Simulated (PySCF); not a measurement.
NMR data simulated for an unnamed compound:

$^{1}$H NMR (300 MHz, computed): δ 1.53 (s, 1H), 1.30 (s, 9H).

$^{13}$C{$^{1}$H} NMR (computed): δ 97.7 (C), 74.2 (CH), 32.9 (CH3), 27.6 (C).

[PySCF 2.14: GFN2-xTB geometry; GIAO PBE0/pcSseg-1 shieldings; one conformer; no solvent model; relativity neglected; equivalent nuclei averaged]

Scale: $^{1}$H (σref 31.72), $^{13}$C (σref 186.93) against TMS (reference shieldings calculated alike).

Question: Which of these does the molecule contain: a carboxylic acid, a tert-butyl group, a C≡C triple bond, a three-membered ring, a (CH3)2CH unit?

Answer: 
- A carboxylic acid: no.
- A tert-butyl group: yes (δC 32.9, 27.6; δH 1.30 (s)).
- A C≡C triple bond: yes (δC 74.2, 97.7; δH 1.53 (s)).
- A three-membered ring: no.
- A (CH3)2CH unit: no.

The data belong to SMILES C#CC(C)(C)C, C$_{6}$H$_{10}$; they needn't prove each group on their own.

Carbon signals by region: 2 at 50–100 ppm, 2 below 50 ppm.

Shifts are as computed. Against solution values, carbons near 30 ppm lie about +3 ppm off and those near 130 ppm about +5 ppm. Of 246 compounds with measured shifts, 49 miss one by over three times the rms of a fit or turn the order of signals round; such compounds aren't used in these exercises. No couplings were computed; multiplicities are counted from neighbouring protons, with m where these are inequivalent, close in shift, in a saturated or five-membered ring or joined by F or P, and br s for small geminal =CH2 splittings.
